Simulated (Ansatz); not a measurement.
Ideal-gas functions of BClHO, SMILES `O[B]Cl` radical at 800 K and 1 bar, from an Ansatz frequency run at PBE0-D4/def2-TZVP.

Molar mass 63.27 g/mol, point group Cs (symmetry number 1), electronic degeneracy 2, moments of inertia 4.508, 91.932, 96.44 u Å². Harmonic wavenumbers (cm⁻¹, unscaled): 377, 533, 745, 1041, 1377, 3881.

Use S(trans) = R[1.5 ln M + 2.5 ln T − 1.1517]; rotational temperatures θ = 24.2544 K / I; S(rot) = R[ln(√π/σ · √(T³/θAθBθC)) + 1.5]; for each mode x = 1.438777 ν̃/T, S = R[x/(eˣ − 1) − ln(1 − e⁻ˣ)] and H = RT x/(eˣ − 1); 1 cm⁻¹ = 0.0119627 kJ/mol; R = 8.31446 J/(mol·K).

Q: By hand: the entropy, in J/(mol·K).

A: Translation 181.1. Rotation: θ = 5.3803, 0.2638, 0.2515 K, giving 104.9. Vibration, mode by mode: 11.70, 8.98, 6.48, 4.22, 2.62, 0.06, in all 34.1. Electronic 5.8. Sum 325.9 J/(mol·K).

Q: By hand: H − E and G − E in kJ/mol, counted from the electronic energy.

A: Zero-point energy ½ × 7954 × 0.0119627 = 47.6; thermal vibration 15.6; translation, rotation and pV give 4 RT = 26.6. H − E = 89.8 kJ/mol, and G − E = 89.8 − 800 × 325.9/1000 = -170.9 kJ/mol.

Vibration gives 10 % of the entropy. The sum counts one conformer and one mirror image; others add a mixing term.
